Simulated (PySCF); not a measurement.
# Static response to an electric field

Species: 4-pentenenitrile, C5H7N.
Cartesian coordinates in Å at the GFN2-xTB level; atoms count from 1:
```
atom  x, y, z in Å
C1     2.1636    0.0240   -0.1284
C2     0.9549    0.3846    0.2571
C3    -0.1579   -0.5748    0.5438
C4    -1.3355   -0.3562   -0.4239
C5    -1.9138    0.9520   -0.2551
N6    -2.3669    1.9910   -0.1071
H7     2.9356    0.7461   -0.3303
H8     2.4348   -1.0122   -0.2535
H9     0.7001    1.4303    0.3716
H10   -0.5092   -0.4292    1.5695
H11    0.1961   -1.6026    0.4418
H12   -2.1158   -1.1017   -0.2457
H13   -0.9903   -0.4510   -1.4576
```

Level: PBE0/def2-SVPD (PySCF), static field, nuclei fixed, core orbitals frozen in the response. The polarisability tensor in these axes (au):

```
x   76.41 -8.04 -2.89
y   -8.04 63.91  1.01
z   -2.89  1.01 49.37
```

Task: Diagonalise the tensor; give its mean and Δα, where Δα² is half the sum of the squared differences of the eigenvalues.

Result: Principal values 49.06, 59.99 and 80.64 au; mean 63.23 au = 9.37 Å³ = 10.42 × 10⁻⁴⁰ C²·m²/J; Δα = 27.78 au (44 % of the mean).

Task: What is the dipole moment, and where does it point?

Result: (1.68, -3.57, -0.27) D, 3.95 D in size, pointing from the negative to the positive side. Measured along this direction, the outermost atoms are N6 at the negative end and H8 at the positive end.

Task: Give the eigenvalues of the traceless quadrupole moment Θ = ½Σq(3rr − r²1), origin at the centre of nuclear charge.

Result: -12.32, 3.50, 8.82 D·Å. The values depend on the origin, since the dipole doesn't vanish. The electronic extent ⟨r²⟩ about the same centre is 694 bohr², a root-mean-square distance of 2.10 Å for the 44 electrons.

Task: Find the Langevin capture rate constant for NH4+ (18.034 u) meeting this molecule (81.058 u), k = 2.342 × 10⁻⁹ cm³/s × √(α in Å³ / reduced mass in u).

Result: The reduced mass is 14.75 u, so k = 1.87 × 10⁻⁹ cm³/s. The formula leaves out the permanent dipole, which adds to the capture rate.

Task: Directions of the eigenvectors, and the extent of the frame along each?

Result: Largest value along (0.89, -0.44, -0.10), where the nuclei span 5.62 Å; middle along (0.43, 0.90, -0.03), 3.86 Å; least along (0.10, -0.01, 0.99), 3.06 Å. The response follows the extents in order.

Task: Refractivity n − 1 of an ideal gas of it at 500 K and 1 atm, from the electronic α?

Result: N = p/kT = 1.4678 × 10¹⁹ cm⁻³, so n − 1 = 2π × N × 9.37 × 10⁻²⁴ cm³ = 864 × 10⁻⁶ at long wavelengths, for an ideal gas.

Task: Orientational against electronic polarisability at 500 K (dilute gas, rigid molecules)?

Result: In Gaussian units μ²/3kT = 75.34 Å³ against 9.37 Å³, a ratio of 8.04; the Debye molar polarisation (4π/3)N_A(α + μ²/3kT) is 213.7 cm³/mol, leaving out the vibrational part.

Isolated species at its GFN2-xTB geometry (one conformer only).
